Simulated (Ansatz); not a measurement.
# Scan of [OH···H···SiH3], doublet

Starting geometry:

```xyz
7

O    -1.9643   -0.0190    0.0000
H    -2.2136    0.9076    0.0000
H    -1.0047   -0.0190    0.0000
Si    1.0707   -0.0190    0.0000
H     1.5207   -1.4353    0.0000
H     1.5207    0.6891   -1.2265
H     1.5207    0.6891    1.2265
```

From there H3 is moved from one fragment to the other while all else, the fragments' distance too, stays fixed; atoms are numbered as listed. Energies are in kcal/mol, counted from the starting geometry at the same level. Kohn–Sham curves are unrestricted where that lies lower.

Basis cc-pVDZ; Ansatz 0.2.0. Correlated methods freeze the noble-gas cores. Prefix R: restricted or restricted open-shell reference; prefix U: unrestricted.

Full CI isn't at hand for all of this; UCCSDT(Q) serves as the reference, and is uncertain by about the last step of the cluster series. The frozen core follows each run's orbitals, which can shift R against U totals by a few meV.

```csv
distance O1-H3 (Å),UCCSDT(Q),curve A,curve B,curve C,curve D
0.960,0.0,0.0,0.0,0.0,0.0
1.050,2.9,3.2,3.0,0.5,6.1
1.232,16.6,17.7,16.8,10.0,26.5
1.413,23.0,24.4,23.0,17.5,23.4
1.595,24.4,26.1,24.3,24.6,15.4
```

(1) The curves come from PBE, PBE-QIDH, RCCSDT, RHF. Compare each with UCCSDT(Q) and say which is which.

In so small a basis the reference is far from its limit while semilocal and hybrid functionals are nearer theirs (RPA and double hybrids share much of the reference's basis error), so the functionals' errors here hold much of the reference's basis and frozen-core error, which can add to them or hide them.

Answers

(1) A: PBE-QIDH, B: RCCSDT, C: PBE, D: RHF. Spread of the error against UCCSDT(Q), over the points where both stand: A 1.7, B 0.2, C 6.9, D 18.8 kcal/mol.
